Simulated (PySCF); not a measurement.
# Working out the ionisation energy of Ne

Ne [Ne] (1S) → Ne⁺ [He] 2s2 2p5 (2P). Computed with PySCF 2.14 in aug-cc-pVDZ (4s3p2d, 23 functions), with no relativity, point nucleus. Frozen: 1s2. Energies in hartree (1 hartree = 27.21139 eV):

```tsv
part	Ne (lower)	Ne⁺ (upper)
UHF	-128.496350	-127.766882
CCSD correlation	-0.210154	-0.153547
(T)	-0.002791	-0.001651
```

Task: What does Hartree-Fock give?

Result: (-127.766882) − (-128.496350) = 0.729468 hartree = 19.850 eV.

Task: What do CCSD and CCSD(T) give?

Result: The CCSD correlation energies differ by 0.056607 hartree = 1.540 eV and the triples by 0.001140 hartree = 0.031 eV, so CCSD gives 21.390 eV and CCSD(T) 21.421 eV.

Measured between the centres of the two terms (NIST): 21.597 eV, so CCSD(T) (valence) is off by -0.176 eV.

A double-zeta basis recovers only part of the correlation energy.

What remains against the reference includes basis incompleteness, the frozen core and higher excitations.
